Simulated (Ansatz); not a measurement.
Several settings on one geometry of Li₂S (that of the charge 0 singlet, PBE0-D4/def2-TZVP). Ansatz on 4 threads of Arm Neoverse V1 on a shared host; times are rough.

```xyz
3

Li    1.1458   -1.4918   -0.4401
Li   -0.9923    1.3720    0.9300
S    -0.1535    0.1198   -0.4899
```

Totals from different functionals, basis sets or treatments of relativity can't be compared as stabilities.

The 6-31G sets use Cartesian d functions.

Scalar relativity in a set contracted without it gives distorted totals.

The spins typed aren't always the lowest for that charge.

Question: Give the basis size and estimate the energy, ⟨S²⟩, dipole and time of these runs.

```json
{"run": "1", "method": "RKS revPBE-D3(BJ)/def2-TZVP", "charge": "0", "state": "singlet", "further keys": "point_charges: [{charge: -1.00, position_ang: [4.177, -0.379, 0.329]}]; scf: {lower_state_search: light}; forces asked"}
{"run": "2", "method": "UKS r2SCAN50/6-31++G**", "charge": "1", "state": "doublet", "further keys": "scf: {omitted_lower_state_checks: [starts]}; forces asked"}
{"run": "3", "method": "RKS PBEsol/def2-mTZVPP", "charge": "0", "state": "singlet", "further keys": "pseudopotentials: {relativity: scalar}; scf: {omitted_lower_state_checks: [starts]}; forces asked"}
```

Answer: 
```
run  functions  energy (Eh)  ⟨S²⟩  dipole (D)  wall time
  1         65    -413.2545     –        5.20     0.45 s
  2         61    -412.9976  0.75           –      3.4 s
  3         49    -413.2971     –        4.06     0.35 s
```
